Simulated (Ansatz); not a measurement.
# C₈H₁₈: up Jacob's ladder to CCSD(T)

How much do the methods differ for C₈H₁₈? The plan is to run it at one geometry with functionals of several rungs and with coupled cluster. The yardstick is the atomisation energy at the CCSD(T) limit.

Program: Ansatz 0.2.0, Gaussian basis. Level of theory: functionals in def2-TZVPP, the program's frozen cores in correlated methods. These are calculated values, not measurements.

Plan: LDA (SPW92), PBE-D4, revPBE-D4, BLYP-D4, r2SCAN-D4, B97M-V, PBE0-D4, B3LYP-D4, r2SCANh-D4, r2SCAN0-D4, HSE06-D4, BHLYP-D4, CAM-B3LYP-D4, LC-ωPBE, ωB97X-V, ωB97M-V, B2PLYP, PBE-QIDH; CCSD(T)/def2-SVP; CCSD(T)/def2-TZVPP; MP2/def2-QZVPP; extrapolation to the limit; RPA on PBE.

**1. The relaxed structure**

An earlier PBE0-D4 in a triple-zeta def2 set relaxation fixed the geometry.

SMILES `CCCC(CC)CC`, 26 atoms, charge 0, spin multiplicity 1.

Atoms are counted from 1 here; the program's logs count them from 0.

Bond lengths: C1–C2 1.519 Å, C1–H9 1.094 Å, C1–H10 1.093 Å, C1–H11 1.094 Å, C2–C3 1.520 Å, C2–H12 1.095 Å, C2–H13 1.097 Å, C3–C4 1.527 Å, C3–H14 1.098 Å, C3–H15 1.095 Å, C4–C5 1.529 Å, C4–C7 1.532 Å, C4–H16 1.100 Å, C5–C6 1.520 Å, C5–H17 1.096 Å, C5–H18 1.096 Å, C6–H19 1.092 Å, C6–H20 1.094 Å and more. Angles: C2–C1–H9 111.0°, C2–C1–H10 111.7°, C2–C1–H11 111.1°, H9–C1–H10 107.7°, H9–C1–H11 107.4°, H10–C1–H11 107.7°, C1–C2–C3 112.5°, C1–C2–H12 109.2°, C1–C2–H13 109.7°, C3–C2–H12 110.0°, C3–C2–H13 109.2°, H12–C2–H13 106.0°, C2–C3–C4 115.0°, C2–C3–H14 109.3°, C2–C3–H15 108.2°, C4–C3–H14 109.4°, C4–C3–H15 108.8°, H14–C3–H15 105.6° and more.

Geometry (Å):

```xyz
26
C8H18
C    -1.28857   -2.59102   -1.38790
C    -1.01235   -1.10059   -1.28972
C     0.01205   -0.76778   -0.21666
C     0.43042    0.69992   -0.15620
C     1.50148    0.93686    0.90908
C     2.83246    0.25907    0.62681
C    -0.75486    1.65288    0.02668
C    -1.58839    1.42118    1.27756
H    -1.66719   -2.98327   -0.43956
H    -2.02996   -2.81452   -2.15859
H    -0.37775   -3.14556   -1.63109
H    -1.95032   -0.57258   -1.08984
H    -0.65521   -0.72708   -2.25699
H    -0.37433   -1.07792    0.76268
H     0.90166   -1.38240   -0.39043
H     0.88271    0.94916   -1.12735
H     1.66601    2.01686    0.99842
H     1.12651    0.60638    1.88442
H     2.74985   -0.82980    0.63606
H     3.22246    0.55326   -0.35217
H     3.57881    0.53348    1.37597
H    -1.40436    1.59191   -0.85207
H    -0.36697    2.67764    0.03799
H    -0.98941    1.50607    2.18729
H    -2.39317    2.15660    1.34700
H    -2.05159    0.43125    1.27863
```

**2. LDA**

This LDA is Slater exchange with PW92 correlation.

Input file in.yaml:

```yaml
crystal:
  periodic: [false, false, false]
  atoms:
    - {symbol: C, position_ang: [-1.288569, -2.591023, -1.387903]}
    - {symbol: C, position_ang: [-1.012353, -1.100592, -1.289719]}
    - {symbol: C, position_ang: [0.012053, -0.767781, -0.216664]}
    - {symbol: C, position_ang: [0.430418, 0.699918, -0.156200]}
    - {symbol: C, position_ang: [1.501477, 0.936860, 0.909081]}
    - {symbol: C, position_ang: [2.832457, 0.259068, 0.626811]}
    - {symbol: C, position_ang: [-0.754859, 1.652885, 0.026677]}
    - {symbol: C, position_ang: [-1.588389, 1.421185, 1.277561]}
    - {symbol: H, position_ang: [-1.667195, -2.983268, -0.439564]}
    - {symbol: H, position_ang: [-2.029959, -2.814518, -2.158592]}
    - {symbol: H, position_ang: [-0.377748, -3.145560, -1.631091]}
    - {symbol: H, position_ang: [-1.950315, -0.572581, -1.089837]}
    - {symbol: H, position_ang: [-0.655215, -0.727081, -2.256994]}
    - {symbol: H, position_ang: [-0.374331, -1.077921, 0.762680]}
    - {symbol: H, position_ang: [0.901661, -1.382397, -0.390427]}
    - {symbol: H, position_ang: [0.882714, 0.949164, -1.127352]}
    - {symbol: H, position_ang: [1.666007, 2.016862, 0.998415]}
    - {symbol: H, position_ang: [1.126507, 0.606382, 1.884420]}
    - {symbol: H, position_ang: [2.749847, -0.829804, 0.636060]}
    - {symbol: H, position_ang: [3.222458, 0.553257, -0.352169]}
    - {symbol: H, position_ang: [3.578808, 0.533476, 1.375975]}
    - {symbol: H, position_ang: [-1.404356, 1.591910, -0.852070]}
    - {symbol: H, position_ang: [-0.366968, 2.677644, 0.037992]}
    - {symbol: H, position_ang: [-0.989409, 1.506072, 2.187291]}
    - {symbol: H, position_ang: [-2.393165, 2.156596, 1.347000]}
    - {symbol: H, position_ang: [-2.051586, 0.431248, 1.278630]}
basis:
  gaussian: {orbitals: def2-TZVPP}
hamiltonian: {xc: lda}
output: {orbitals: {seedname: orbitals}}
```

Further steps of the session: PBE-D4 (GGA); revPBE-D4 (GGA); BLYP-D4 (GGA); r2SCAN-D4 (meta-GGA); B97M-V (meta-GGA); PBE0-D4 (hybrid); B3LYP-D4 (hybrid); r2SCANh-D4 (hybrid); r2SCAN0-D4 (hybrid); HSE06-D4 (hybrid); BHLYP-D4 (hybrid); CAM-B3LYP-D4 (range-separated); LC-ωPBE (range-separated); ωB97X-V (range-separated); ωB97M-V (range-separated); B2PLYP (double hybrid); PBE-QIDH (double hybrid); CCSD(T) in def2-SVP; CCSD(T) in def2-TZVPP; MP2 in def2-QZVPP; RPA on PBE orbitals.

Q: Predict the results of all the runs planned. Wanted: atomisation energy, CCSD(T)/CBS; farthest beyond LDA; mean size of error, GGA; mean size of error, meta-GGA; mean size of error, hybrid; mean size of error, range-separated; mean size of error, double hybrid; gap, smallest and largest; T1 diagnostic.

As calculated:

```
                               quantity                                                                                                              value
        atomisation energy, CCSD(T)/CBS                                                                                                     10369.1 kJ/mol
 functionals within 51.8 kJ/mol (0.5 %)  revPBE-D4, r2SCAN-D4, B97M-V, B3LYP-D4, r2SCANh-D4, r2SCAN0-D4, CAM-B3LYP-D4, LC-ωPBE, ωB97X-V, ωB97M-V, PBE-QIDH
                    farthest beyond LDA                                                                                           BHLYP-D4 (-193.4 kJ/mol)
                mean size of error, GGA                                                                                                        89.8 kJ/mol
           mean size of error, meta-GGA                                                                                                        17.1 kJ/mol
             mean size of error, hybrid                                                                                                        69.1 kJ/mol
    mean size of error, range-separated                                                                                                        25.0 kJ/mol
      mean size of error, double hybrid                                                                                                        51.1 kJ/mol
              gap, smallest and largest                                                                          7.31 eV (LDA (SPW92)), 14.34 eV (LC-ωPBE)
                          T1 diagnostic                                                                                                             0.0086
triples share of the correlation energy                                                                                                              3.8 %
```

**Reading.** The LDA atomisation energy is off by 1340.3 kJ/mol (13 %): it overbinds. PBE-D4 is off by +165.5 kJ/mol. Double hybrids carry the basis error of their MP2 part in triple zeta, and no dispersion term here, so their miss is partly the set-up's. The rungs meta-GGA, range-separated, double hybrid miss on average by less than the doubt on the reference (51.8 kJ/mol), so they tie. The reference freezes the cores and leaves out relativity and excitations past (T), so misses under about 51.8 kJ/mol can't be ranked. Hartree-Fock recovers 76 % of the binding; the rest is correlation. CCSD(T) in def2-SVP is off by -350.9 kJ/mol, so the small basis spoils what the method gains. The gap grows from 7.3 to 14.3 eV across the functionals, mostly with the share of exact exchange.
